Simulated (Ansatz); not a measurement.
`COC(F)F`, charge 0, multiplicity 1.

Give a relaxed structure at PBE0-D4/def2-TZVP (Ansatz). (Estimate.)

The calculation gave: 
Z-matrix (Å, degrees):
```
C
O 1 1.417
H 1 1.093 2 111.2
H 1 1.096 2 110.9 3 122.1
H 1 1.088 2 106.4 3 -119.3
C 2 1.350 1 113.9 3 -66.8
F 6 1.336 2 107.5 1 -172.4
F 6 1.360 2 111.2 1 70.3
H 6 1.099 2 113.6 1 -50.8
```
This is one stationary point; other conformers may exist.
